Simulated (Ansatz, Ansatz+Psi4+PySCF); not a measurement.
```xyz
4

C     0.0000    0.0000   -0.9399
S     0.0000    0.0000    0.5379
H     0.0000   -0.8553   -1.4837
H     0.0000    0.8553   -1.4837
```

Basis set: cc-pVTZ (spherical functions). Correlated methods keep 6 orbitals frozen. Charge 0, multiplicity 1.

Computed with Ansatz (development build ahead of 0.2.0); each method stands on the lowest determinant of its kind that the runs found. Restricted open shells among the atoms or ions are ROHF, correlated in semicanonical orbitals with singles.

Task: Give the atomization energy at this shape (free ground-state atoms in the same class of orbitals less the molecule, no zero-point energy) of singlet CH2S by RHF-MP2, RHF.

Result:

```json
{"method": "RHF-MP2", "atomization energy": "13.05 eV"}
{"method": "RHF", "atomization energy": "9.40 eV"}
```

Caution: no unrestricted run beside it, a lower state can exist; the shape is not the minimum.
